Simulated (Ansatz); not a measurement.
Input and output for C2H4F2N2 (`N/C(F)=N/CF`).

```yaml
crystal:
  periodic: [false, false, false]
  atoms:
    - {symbol: N, position_ang: [0.078100, -1.695198, 1.060757]}
    - {symbol: C, position_ang: [0.103993, -0.441049, 0.551474]}
    - {symbol: F, position_ang: [0.436809, 0.442395, 1.515448]}
    - {symbol: N, position_ang: [-0.097494, -0.133211, -0.642702]}
    - {symbol: C, position_ang: [0.023798, 1.206614, -1.090242]}
    - {symbol: F, position_ang: [-0.958562, 1.449688, -2.024798]}
    - {symbol: H, position_ang: [-0.055698, -1.789290, 2.052067]}
    - {symbol: H, position_ang: [-0.338053, -2.393642, 0.469949]}
    - {symbol: H, position_ang: [-0.096436, 1.951684, -0.296278]}
    - {symbol: H, position_ang: [0.986643, 1.350909, -1.592676]}
basis:
  gaussian: {orbitals: ANO-RCC-VTZP, final_grid: {core_spheres: 20, valence_spheres: 16, degree: 47}}
total_charge: 1
magnetization: {spin_polarized: true, initial_magnetization: 1}
hamiltonian: {xc: {name: RPBE}}
output: {forces: true}
```

```sh
$ ansatz run in.yaml --threads 4 --pin off --events-out ev --progress --plain --max-ram 10444MiB
```

It prints (some lines left out):

```
Functional definition: RPBE
1550 factors; their error is unknown
mean field evaluation 1: about -10541.8918 eV, gradient 6.1e1 eV
mean field evaluation 2: about -10525.9705 eV, gradient 8.3e1 eV
mean field evaluation 4: about -10553.8572 eV, gradient 1.7e1 eV
mean field evaluation 8: about -10554.9843 eV, gradient 4.8e-1 eV
mean field evaluation 16: about -10554.9496 eV, gradient 1.8e-3 eV
mean field -10554.94958025 eV, -387.8872426723 hartree, gradient 6.9e-5 eV, S^2 0.755770; 5 other end points of the search recorded, 0 dependent functions left out
reference -10554.94963978 eV, -387.8872448603 hartree; 24, 23 occupied and 212, 213 virtual orbitals, 1550 factors
Total energy: -10554.94963978 eV, -387.8872448603 hartree
Relativity: scalar
Atom 0 at     0.078100    -1.695198     1.060757 Å, force    -0.742521     0.955361    -1.002252 eV/Å
Atom 1 at     0.103993    -0.441049     0.551474 Å, force     1.493101    -1.103105     4.317456 eV/Å
Atom 2 at     0.436809     0.442395     1.515448 Å, force    -0.173113     0.182402    -0.152124 eV/Å
Atom 3 at    -0.097494    -0.133211    -0.642702 Å, force    -0.661042     1.003069    -3.212712 eV/Å
Atom 4 at     0.023798     1.206614    -1.090242 Å, force    -1.331961    -0.663379    -0.661286 eV/Å
Atom 5 at    -0.958562     1.449688    -2.024798 Å, force     0.263284     0.059495     0.013551 eV/Å
Atom 6 at    -0.055698    -1.789290     2.052067 Å, force     0.363959    -0.220800     0.831471 eV/Å
Atom 7 at    -0.338053    -2.393642     0.469949 Å, force    -0.088913    -0.753577    -0.427248 eV/Å
Atom 8 at    -0.096436     1.951684    -0.296278 Å, force     0.119661     0.428993     0.365300 eV/Å
Atom 9 at     0.986643     1.350909    -1.592676 Å, force     0.757543     0.111540    -0.072156 eV/Å
Dipole moment:     0.221941    -0.667520     0.552982 e Å
```

It took 16 s on 4 threads of an Arm Neoverse V2 on a shared host, with 0.69 GiB of host memory at the peak.
